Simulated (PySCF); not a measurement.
Below is a simulated gas-phase C 1s photoelectron spectrum of `C=CP=C=O`.

Every computed line was given a Gaussian of 0.6 eV full width at half maximum and an area set by the number of equivalent atoms; the highest printed point is 100. Method: delta-SCF UKS SCAN, pcX-2 on the ionised atom, pcseg-1 elsewhere, spin-free X2C (PySCF).

```tsv
binding energy (eV)	intensity
289.4	1
289.5	2
289.6	5
289.7	12
289.8	25
289.9	45
290.0	68
290.1	89
290.2	99
290.3	97
290.4	83
290.5	67
290.6	59
290.7	63
290.8	77
290.9	93
291.0	100
291.1	94
291.2	76
291.3	53
291.4	32
291.5	16
291.6	7
291.7	3
291.8	1
291.9	0
292.0	0
292.1	0
292.2	0
292.3	0
292.4	0
292.5	0
292.6	0
292.7	0
292.8	0
292.9	1
293.0	3
293.1	8
293.2	17
293.3	33
293.4	55
293.5	78
293.6	95
293.7	99
293.8	88
293.9	68
294.0	44
294.1	25
294.2	12
294.3	5
294.4	2
294.5	1
```

Task: How many maxima does the curve show, and how many computed lines lie under it?

Result: The curve has 3 maxima (at 290.2, 291.0 and 293.7 eV). Under it lie 3 lines from 3 inequivalent carbon sites.

Task: Decompose the envelope and assign each component. Numbering: `[CH2:1]=[CH:2][P:3]=[C:4]=[O:5]`.

Result: 
```csv
position (eV),relative area,line,atoms,environment
290.22,1,C 1s,C1,terminal =CH2 carbon
291.01,1,C 1s,C2,alkene CH carbon
293.68,1,C 1s,C4,central carbon of cumulated double bonds
```

Task: What are the centre and the root-mean-square width of the whole band?

Result: The area-weighted mean of the lines is 291.64 eV. Their own spread about it is 1.48 eV (rms) and each Gaussian has σ = 0.6/2.355 = 0.25 eV; the variances add, which gives 1.50 eV.

Lowest listed C 1s: C1, bonded to C (double bond) and 2 H. Highest, 3.46 eV above it: C4, bonded to O (double bond) and P (double bond). The widest gap between neighbouring values is 2.67 eV, between 291.01 and 293.68 eV. Summing the Pauling electronegativity differences to the bonded atoms, each weighted by its formal bond order, gives -0.70 for the lowest site and +1.06 for the highest; no listed site has a larger sum than the highest. The smallest sum, -0.71, belongs to C2, 0.79 eV above the lowest.

Shake-up satellites, vibrational structure and lifetime widths aren't simulated. Spin contamination (⟨S²⟩ against 0.75 for a pure doublet) is marked for C 1s of C2 (0.85) and C 1s of C4 (0.93), which makes these values less certain. One conformer (not necessarily the lowest) at the GFN2-xTB geometry, without solvent, vibrations or thermal averaging.

Conformer computed: `[CH2:1]=[CH:2][P:3]=[C:4]=[O:5]`: C1–C2–P3–C4 180°.
